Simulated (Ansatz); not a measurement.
`C=C=C(O)F` + H₂ → `C=C=CO` + H–F  (hydrogenolysis of a C–F bond)

Gas-phase electronic energies from Ansatz, PBE0-D4/def2-TZVP geometries. CCSD(T)/CBS is the MP2 limit (def2-TZVPP, def2-QZVPP) plus CCSD(T) − MP2 in def2-TZVPP, frozen cores. This one scheme is used for every species. Functionals use def2-TZVPP. Each species was taken in one conformer, which may not be the lowest.

```csv
species,r2SCAN0 energy (Eh)
`C=C=C(O)F`,-291.04406
H₂,-1.17054
`C=C=CO`,-191.81415
H–F,-100.43389
```

(1) Work out ΔE.

Largest T1 diagnostic among the species: 0.013.

Answers

(1) ΔE = (-191.81415) + (-100.43389) − (-291.04406) − (-1.17054) = -0.03344 Eh = -87.8 kJ/mol. CCSD(T)/CBS gives -101.9 kJ/mol.

Leaving LDA and LC-ωPBE aside and taking each functional with its dispersion term where it has one, the values, not all of them listed here, spread over 15.9 kJ/mol, from PBE-QIDH to r2SCAN-D4. LDA lies +8.2 kJ/mol from PBE without D4. At CCSD(T), def2-SVP lies +22.1 kJ/mol from the extrapolated value and def2-TZVPP +5.4 kJ/mol.
